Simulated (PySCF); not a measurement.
Species: thiazole, C3H3NS.
Bonds: C1–C2 (aromatic), C2–S3 (aromatic), S3–C4 (aromatic), C4–N5 (aromatic), C1–N5 (aromatic). Hydrogens: H6 on C1; H7 on C2; H8 on C4.

The same species was optimised twice, with GFN2-xTB and with PBE0-D3(BJ)/def2-SVP (PySCF), and the same property calculations (PySCF, gas phase) were run on both structures.

```json
{"coordinate": "C4–H8 (Å)", "GFN2-xTB": "1.071", "PBE0-D3(BJ)/def2-SVP": "1.093", "change": "+0.022"}
{"coordinate": "C2–H7 (Å)", "GFN2-xTB": "1.071", "PBE0-D3(BJ)/def2-SVP": "1.089", "change": "+0.018"}
{"coordinate": "C1–H6 (Å)", "GFN2-xTB": "1.075", "PBE0-D3(BJ)/def2-SVP": "1.092", "change": "+0.017"}
{"coordinate": "C4–N5 (Å)", "GFN2-xTB": "1.280", "PBE0-D3(BJ)/def2-SVP": "1.297", "change": "+0.017"}
{"coordinate": "C1–N5 (Å)", "GFN2-xTB": "1.353", "PBE0-D3(BJ)/def2-SVP": "1.364", "change": "+0.011"}
{"coordinate": "C1–C2 (Å)", "GFN2-xTB": "1.359", "PBE0-D3(BJ)/def2-SVP": "1.369", "change": "+0.010"}
{"coordinate": "S3–C4 (Å)", "GFN2-xTB": "1.738", "PBE0-D3(BJ)/def2-SVP": "1.731", "change": "-0.007"}
{"coordinate": "C2–S3 (Å)", "GFN2-xTB": "1.719", "PBE0-D3(BJ)/def2-SVP": "1.716", "change": "-0.003"}
{"coordinate": "C2–C1–H6 (°)", "GFN2-xTB": "125.8", "PBE0-D3(BJ)/def2-SVP": "124.6", "change": "-1.2"}
{"coordinate": "C2–S3–C4 (°)", "GFN2-xTB": "88.0", "PBE0-D3(BJ)/def2-SVP": "89.0", "change": "+1.0"}
{"coordinate": "S3–C2–H7 (°)", "GFN2-xTB": "120.7", "PBE0-D3(BJ)/def2-SVP": "121.7", "change": "+1.0"}
{"coordinate": "C1–N5–C4 (°)", "GFN2-xTB": "111.6", "PBE0-D3(BJ)/def2-SVP": "110.7", "change": "-0.9"}
{"coordinate": "N5–C1–H6 (°)", "GFN2-xTB": "119.1", "PBE0-D3(BJ)/def2-SVP": "119.8", "change": "+0.7"}
{"coordinate": "C1–C2–S3 (°)", "GFN2-xTB": "110.3", "PBE0-D3(BJ)/def2-SVP": "109.6", "change": "-0.7"}
{"coordinate": "C2–C1–N5 (°)", "GFN2-xTB": "115.1", "PBE0-D3(BJ)/def2-SVP": "115.7", "change": "+0.6"}
{"coordinate": "C1–C2–H7 (°)", "GFN2-xTB": "129.0", "PBE0-D3(BJ)/def2-SVP": "128.7", "change": "-0.3"}
```

Rotational constants: A = 8705, B = 5502, C = 3371 MHz (GFN2-xTB) against A = 8565, B = 5503, C = 3350 MHz (PBE0-D3(BJ)/def2-SVP). Point groups within 0.08 Å: Cs and Cs.

On the GFN2-xTB structure: HOMO (eV) -7.44 [PBE0/pcSseg-1]; LUMO (eV) -0.87 [PBE0/pcSseg-1]; dipole (D) 1.51 [PBE0/pcSseg-1]; GIAO shielding of C1 (ppm) 40.6 [PBE0/pcSseg-1]; GIAO shielding of C2 (ppm) 59.3 [PBE0/pcSseg-1]; GIAO shielding of S3 (ppm) 229.9 [PBE0/pcSseg-1]; GIAO shielding of C4 (ppm) 30.8 [PBE0/pcSseg-1]; GIAO shielding of N5 (ppm) -91.0 [PBE0/pcSseg-1].

Question: What do these properties become on the PBE0-D3(BJ)/def2-SVP structure?

Answer: 
```csv
property,level,on GFN2-xTB,on PBE0-D3(BJ)/def2-SVP,change
HOMO (eV),PBE0/pcSseg-1,-7.44,-7.42,+0.02
LUMO (eV),PBE0/pcSseg-1,-0.87,-0.90,-0.03
dipole (D),PBE0/pcSseg-1,1.51,1.59,+0.08
"energy, GFN2-xTB geometry as zero (kcal/mol)",PBE0/pcSseg-1,0.0,-0.4,-0.4
GIAO shielding of C1 (ppm),PBE0/pcSseg-1,40.6,36.7,-3.9
GIAO shielding of C2 (ppm),PBE0/pcSseg-1,59.3,58.4,-0.9
GIAO shielding of S3 (ppm),PBE0/pcSseg-1,229.9,228.9,-1.0
GIAO shielding of C4 (ppm),PBE0/pcSseg-1,30.8,27.8,-3.0
GIAO shielding of N5 (ppm),PBE0/pcSseg-1,-91.0,-98.0,-7.0
```

The heavy atoms differ by 0.010 Å rms after alignment. Among all bonds C4–H8 changes most (+0.022 Å). Changes are differences of the printed values. Neither structure is proved a minimum here.
